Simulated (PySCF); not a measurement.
C5H10O: calculation and literature

Bonds (- single, = double, # triple, : aromatic): C1=C2, C2-C3, C3-O4, O4-C5, C5-C6. C1 carries H7, H8; C2 carries H9; C3 carries H10, H11; C5 carries H12, H13; C6 carries H14, H15, H16. H7 is cis to C3; H8 is trans to C3.

Published estimates (parent shift plus substituent increments) and measurements: δ 13C C2 135.6; C1 114.5 ppm (estimated from measurements, as parent shift plus tabulated substituent increment; solution, not stated per compound (mostly CDCl3 or CCl4); Pretsch, Buehlmann, Badertscher, Structure Determination of Organic Compounds, 4th ed. (2009)).

No relativistic terms, isolated molecule, single conformer, fast rotation and ring inversion assumed for equivalent nuclei. Structure optimised with PBE0-D3(BJ)/def2-TZVP; B97-2/pcSseg-2 with gauge-including orbitals; PySCF 2.14.

**Question.** What does the calculation give, and how does it compare?

**Answer.** 
Reference values: estimated from measurements, as parent shift plus tabulated substituent increment (solution, not stated per compound (mostly CDCl3 or CCl4); Pretsch, Buehlmann, Badertscher, Structure Determination of Organic Compounds, 4th ed. (2009)).
```csv
atoms,quantity,reference,computed,"computed, scaled"
C2,δ 13C,135.6,148.1,140.8
C1,δ 13C,114.5,122.3,115.9
```

Computed shifts are σ(ref) − σ with the named reference compound (TMS for H and C) calculated as an isolated molecule at the same level. The measured values may be among those fitted. Shieldings were converted by linear fits to measured shifts (mostly CDCl3, TMS scale, for H and C): 13C (scatter 2.0 ppm rms, 2.1 ppm with the 1 outlier that the fit left out). Occasional misses reach two or three times the rms, and more in compound classes unlike the fitted ones.

**Question.** How far are the unscaled 13C shifts from the references?

**Answer.** Mean signed difference +10.15 ppm, mean absolute 10.15 ppm over 2 comparisons; the largest is +12.5 ppm at C2 (alkene CH).
